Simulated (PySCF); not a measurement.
## Dipole moment and polarisability of `NC1CCCC1`

Compound: C5H11N.
Geometry (PBE0-D3(BJ)/def2-SVP, Å), atoms numbered from 1 in this order:
```
atom  x, y, z in Å
N1     2.1632    0.0598    0.7094
C2     0.7297    0.1933    0.5850
C3     0.0172   -1.1504    0.4446
C4    -1.4097   -0.7909    0.0186
C5    -1.3081    0.5940   -0.6737
C6     0.1758    0.9720   -0.6170
H7     2.5445   -0.3551   -0.1409
H8     2.5994    0.9756    0.7972
H9     0.3611    0.6796    1.5085
H10    0.0705   -1.7537    1.3625
H11    0.5258   -1.7275   -0.3491
H12   -2.0671   -0.7293    0.8998
H13   -1.8482   -1.5558   -0.6393
H14   -1.9158    1.3371   -0.1343
H15   -1.6898    0.5759   -1.7054
H16    0.7028    0.6191   -1.5220
H17    0.3496    2.0575   -0.5451
```

Level: CAM-B3LYP/def2-SVPD (PySCF), static field, nuclei fixed, core orbitals frozen in the response. The polarisability tensor in these axes (au):

```
x   72.45  1.31  2.54
y    1.31 66.08 -2.72
z    2.54 -2.72 61.99
```

Q: What are the eigenvalues, a third of the trace, and Δα (Δα² = ½Σ(αi − αj)² over the three pairs)?

A: Principal values 59.98, 67.44 and 73.11 au; mean 66.84 au = 9.90 Å³ = 11.02 × 10⁻⁴⁰ C²·m²/J; Δα = 11.40 au (17 % of the mean).

Q: What is the dipole moment, and where does it point?

A: (-0.33, 0.77, -1.00) D, 1.30 D in size, pointing from the negative to the positive side. Measured along this direction, the outermost atoms are H10 at the negative end and H15 at the positive end.

Q: Give the eigenvalues of the traceless quadrupole moment Θ = ½Σq(3rr − r²1), origin at the centre of nuclear charge.

A: -7.71, 3.44, 4.27 D·Å. The values depend on the origin, since the dipole doesn't vanish. The electronic extent ⟨r²⟩ about the same centre is 614 bohr², a root-mean-square distance of 1.89 Å for the 48 electrons.

Q: Orientational against electronic polarisability at 500 K (dilute gas, rigid molecules)?

A: In Gaussian units μ²/3kT = 8.22 Å³ against 9.90 Å³, a ratio of 0.83; the Debye molar polarisation (4π/3)N_A(α + μ²/3kT) is 45.7 cm³/mol, leaving out the vibrational part.

Q: Find the Langevin capture rate constant for O2+ (31.990 u) meeting this molecule (85.089 u), k = 2.342 × 10⁻⁹ cm³/s × √(α in Å³ / reduced mass in u).

A: The reduced mass is 23.25 u, so k = 1.53 × 10⁻⁹ cm³/s. The formula leaves out the permanent dipole, which adds to the capture rate.

Q: What would n − 1 = 2πNα be for an ideal gas of these molecules at 350 K and 1 atm, electronic part alone?

A: N = p/kT = 2.0968 × 10¹⁹ cm⁻³, so n − 1 = 2π × N × 9.90 × 10⁻²⁴ cm³ = 1305 × 10⁻⁶ at long wavelengths, for an ideal gas.

One conformer (not necessarily the lowest) at the PBE0-D3(BJ)/def2-SVP geometry, without solvent, vibrations or thermal averaging.
